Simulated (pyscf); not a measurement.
`[SnH2]` [singlet] + `[SH2]` -> `[SH][SnH3]` (insertion; singlet surface; H–S broken, S–Sn, H–Sn formed). Structures and frequencies: ωB97X-D3(BJ)/def2-SVP in PySCF. MP2 and CC: frozen core, UHF for open shells. ΔMP2 is the change of the MP2 total energy from the triple- to the quadruple-zeta basis. Energies in kJ/mol from the separated reactants.

```tsv
level	barrier	reaction energy
PBE/def2-TZVP	24.3	-125.7
B3LYP-D3(BJ)/def2-TZVP	52.7	-121.3
PBE0-D3(BJ)/def2-TZVP	36.7	-142.2
M06-2X/def2-TZVP	60.6	-139.0
ωB97M-D3(BJ)/def2-TZVP	72.4	-127.9
CCSD(T)/def2-TZVPP	59.1	-134.6
CCSD(T)/def2-TZVPP + ΔMP2(QZVPP)	52.7	-137.9
```

On the reactant side the descent ends in an adduct with a S–Sn contact, 67.2 kJ/mol under the separated species and 121.2 kJ/mol under the saddle at ωB97X-D3(BJ)/def2-TZVP. What is counted as formed (S–Sn) is already present as a longer contact in the reactant adduct; forming that adduct is a step of its own. The same reactants have a lower exit, to HS–SnH: [singlet] + H₂ (barrier +8.0 kJ/mol at ωB97M-D3(BJ), against +72.4 kJ/mol here). One saddle was located; it need not be the lowest between these sides. The CCSD(T) − MP2 part came from Ansatz, without density fitting, on the same reference. The frozen core leaves the outer d or s,p core shells of the metals and heavy elements correlated in the MP2 and CC values, and def2-TZVPP describes them poorly, which can shift differences by a few kcal/mol. Elements past Kr carry the def2 core potentials, without spin-orbit coupling.
